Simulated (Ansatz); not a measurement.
**SiH3O (doublet): from Hartree-Fock to the top rungs at distance Si1–O2 = 1.657 Å, cc-pVDZ**

An exercise on one series of results from a longer session: the logs are not shown, and one member is left open.

Method: cc-pVDZ, core rule «outside noble gas», up to 6 orbitals frozen; program: Ansatz 0.2.0, Gaussian basis.

Plan: UHF; CCSD(T) on ROHF; CCSD(T) on UHF; BCCD(T) on ROHF; CISD; CCSDT(Q) on ROHF; CCSDT(Q) on UHF; CASSCF and MRCISD+Q, 3 electrons in 3 orbitals; CASSCF and NEVPT2, 3 electrons in 3 orbitals.

26 further runs of the same task are left out: 1 for a mislabelled method, 1 for a known fault of the program, 20 that didn't finish, 4 set aside as unsound or not needed.

## What is computed

The geometry derives from a PBE0/def2-TZVP stationary point (not a proven minimum). One bond is set to the value named and the two fragments are kept rigid.

5 atoms, charge 0, spin multiplicity 2.

Atoms are counted from 1 here; the program's logs count them from 0.

Bond lengths: Si1–O2 1.657 Å, Si1–H3 1.493 Å, Si1–H4 1.485 Å, Si1–H5 1.485 Å. Angles: O2–Si1–H3 100.6°, O2–Si1–H4 112.5°, O2–Si1–H5 112.5°, H3–Si1–H4 110.4°, H3–Si1–H5 110.4°, H4–Si1–H5 110.2°.

Set-up of the first run:

in.yaml

```yaml
crystal:
  periodic: [false, false, false]
  atoms:
    - {symbol: Si, position_ang: [0.004053, 0.000000, 0.532729]}
    - {symbol: O, position_ang: [-0.021964, 0.000002, -1.124355]}
    - {symbol: H, position_ang: [1.476262, -0.000114, 0.783135]}
    - {symbol: H, position_ang: [-0.620188, 1.217950, 1.110025]}
    - {symbol: H, position_ang: [-0.620376, -1.217854, 1.110025]}
basis:
  gaussian: {orbitals: cc-pVDZ}
magnetization: {spin_polarized: true, initial_magnetization: 1}
hamiltonian: {xc: hf}
output: {orbitals: {seedname: orbitals}}
```

Started as:

```console
$ ansatz run in.yaml --threads 1 --pin off --events-out ev --progress --plain --max-ram 2393MiB
```

Among the steps run: UHF; CCSD(T) on ROHF; CCSD(T) on UHF; BCCD(T) on ROHF; CISD; CCSDT(Q) on ROHF; CCSDT(Q) on UHF; CASSCF and MRCISD+Q, 3 electrons in 3 orbitals; CASSCF and NEVPT2, 3 electrons in 3 orbitals.

One of the session's tables, all rows but one given; the rest of the session is left out.

It belongs to the step «Misses and costs». 

| method | from UCCSDT(Q) (meV) |
| --- | --- |
| ROHF | +7897.5 |
| UHF | ? |
| RMP2 | +1168.8 |
| UMP2 | +1166.3 |
| CISD | +766.6 |
| RCCSD | +180.2 |
| UCCSD | +178.3 |
| RCCSD(T) | +38.2 |
| UCCSD(T) | +37.7 |
| BCCD(T) | +36.4 |
| RCCSDT | +12.8 |
| UCCSDT | +12.2 |
| RCCSDT(Q) | +1.5 |
| UCCSDT(Q) | 0 |
| CASSCF pair | +7436.9 |
| MRCISD pair | +697.2 |
| MRCISD+Q pair | +81.6 |

Estimate the missing values for UHF.

As computed: from UCCSDT(Q) (meV): +7790.1. In the column «from UCCSDT(Q) (meV)» it lies between CASSCF pair (+7436.9) and ROHF (+7897.5).

Not comparable, so not listed: CASSCF and NEVPT2, 3 electrons in 3 orbitals (they don't share determinant, frozen orbitals or solution with the rows shown, or repeat one).

Limits of these values: Restricted and unrestricted rows rest on different reference determinants; where their highest levels disagree by more than a few hundredths of an eV, they describe different states and don't form one ladder. Warnings in the runs' records: passed over end.
